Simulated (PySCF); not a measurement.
H₂O, SMILES O. Atoms are numbered in the order given.

```xyz
3

O      0.0000     0.0000    -0.1180
H      0.0000    -0.7639     0.4721
H      0.0000     0.7639     0.4721
```
Charge 0, spin multiplicity 1.

Coordinates come from a TPSSh-D3(BJ)/def2-TZVPD optimisation.

Computed with TDDFT-M06-2X/def2-TZVPD run with PySCF.

Vertical excitations. Gas-phase values at a fixed geometry. State labels are in the subgroup C2v.

**Question.** Give excitation energies, oscillator strengths and character. (An estimate is asked for; the answer gives what the named calculation found.)

**Answer.** 
```json
[
 {"state": "S1", "symmetry": "B1", "energy (eV)": "7.56", "λ (nm)": "164", "f": "0.044", "main pairs": "HOMO→LUMO 94 %"},
 {"state": "S2", "symmetry": "A2", "energy (eV)": "9.13", "λ (nm)": "136", "f": "0.000", "main pairs": "HOMO→LUMO+1 88 %"},
 {"state": "S3", "symmetry": "A1", "energy (eV)": "9.76", "λ (nm)": "127", "f": "0.087", "main pairs": "HOMO−1→LUMO 86 %"},
 {"state": "S4", "symmetry": "B1", "energy (eV)": "10.23", "λ (nm)": "121", "f": "0.008", "main pairs": "HOMO→LUMO+3 96 %"},
 {"state": "S5", "symmetry": "A1", "energy (eV)": "10.61", "λ (nm)": "117", "f": "0.007", "main pairs": "HOMO→LUMO+2 87 %"},
 {"state": "S6", "symmetry": "B2", "energy (eV)": "11.30", "λ (nm)": "110", "f": "0.015", "main pairs": "HOMO−1→LUMO+1 92 %"},
 {"state": "S7", "symmetry": "A2", "energy (eV)": "11.49", "λ (nm)": "108", "f": "0.000", "main pairs": "HOMO→LUMO+4 86 %"},
 {"state": "S8", "symmetry": "B1", "energy (eV)": "12.17", "λ (nm)": "102", "f": "0.002", "main pairs": "HOMO−1→LUMO+2 94 %"},
 {"state": "S9", "symmetry": "B1", "energy (eV)": "12.31", "λ (nm)": "101", "f": "0.030", "main pairs": "HOMO→LUMO+5 90 %"},
 {"state": "S10", "symmetry": "A1", "energy (eV)": "12.51", "λ (nm)": "99", "f": "0.015", "main pairs": "HOMO−1→LUMO+3 91 %"},
 {"state": "T1", "symmetry": "B1", "energy (eV)": "7.22", "λ (nm)": "172", "f": "0", "main pairs": "HOMO→LUMO 90 %"},
 {"state": "T2", "symmetry": "A2", "energy (eV)": "8.97", "λ (nm)": "138", "f": "0", "main pairs": "HOMO→LUMO+1 84 %"},
 {"state": "T3", "symmetry": "A1", "energy (eV)": "9.36", "λ (nm)": "132", "f": "0", "main pairs": "HOMO−1→LUMO 90 %"},
 {"state": "T4", "symmetry": "A1", "energy (eV)": "10.13", "λ (nm)": "122", "f": "0", "main pairs": "HOMO→LUMO+2 96 %"}
]
```
Triplets are in the Tamm–Dancoff approximation, which puts them higher than full response would, so one can lie above its singlet here.
